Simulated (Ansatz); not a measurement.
# Lattice constant a of some cubic elemental solids other than molecular ones

Method: B3LYP (VWN-RPA form) in Ansatz (PAW). References are measured values corrected to a static lattice. The table is a random draw of 6 from 28 solids with such references.

Values in Å.

```csv
solid,reference,B3LYP (VWN-RPA form),error (%)
grey tin (α-Sn),6.477,6.674,+3.04
bcc Rb,5.576¶,5.749,+3.10
fcc Pd,3.876,3.988,+2.89
bcc Mo,3.141,3.174,+1.05
bcc K,5.212¶,5.329,+2.24
diamond-structure Si,5.421,5.486,+1.20
```

Over these 6 solids the mean error is +2.25 %, the mean absolute error 2.25 % (median 2.57 %), and the worst case bcc Rb at +3.10 %; the value is above the reference in 6 of 6 cases. Over all 28, from unrounded values, the mean error is +1.98 % and the mean absolute error 2.11 % (median 1.38 %). Caveats on values not shown: the cell is over a tenth larger than the published one (another phase or state, or a fault of the published cell, is possible) (4); the commensurate order stands in for chromium's spin-density wave, and the size of the moments varies much between levels (1); the gap of the solid is closed in this run (1).

All these references are brought to a static lattice.

Spin–orbit coupling is left out, also for the solids with elements from indium on (grey tin (α-Sn)); its size isn't shown.

¶ marks references of a special kind: bcc Rb, 5.576 Å (measured, low-temperature or extrapolated to 0 K; zero-point anharmonic expansion removed; as tabulated in Csonka et al. (2009), arXiv:0903.4037); bcc K, 5.212 Å (measured, low-temperature or extrapolated to 0 K; zero-point anharmonic expansion removed; as tabulated in Csonka et al. (2009), arXiv:0903.4037).

Exact exchange on metals is sensitive to the k mesh.

Differences are worked out from the printed values.

Ansatz's density-functional and Hartree–Fock values are scalar-relativistic unless marked +SOC, with PAW data made under PBE.

Ansatz's runs of these crystals have no spin polarisation. Meta-GGAs and exact exchange favour moments, which can bear on fcc Pd.

Not in this set, of the elemental solids other than molecular ones with a reference value in our tables and a result at some level: 19 for a reference at room or unstated temperature; 4 for a high-temperature or high-pressure phase; 1 for no value at B3LYP (VWN-RPA form) (not run, a failed fit, an unstable or unbound cell, or a value held back for tests). These can be a level's best or worst cases. At least 1 more with a reference value is held back for tests. Solids without a released value at any level aren't counted. Layered and molecular crystals are counted apart. The metals Ce to Yb are counted apart.

References as tabulated in Mejia-Rodriguez and Trickey (2018), arXiv:1807.09216; Csonka et al. (2009), arXiv:0903.4037.

Ansatz is an electronic-structure program.
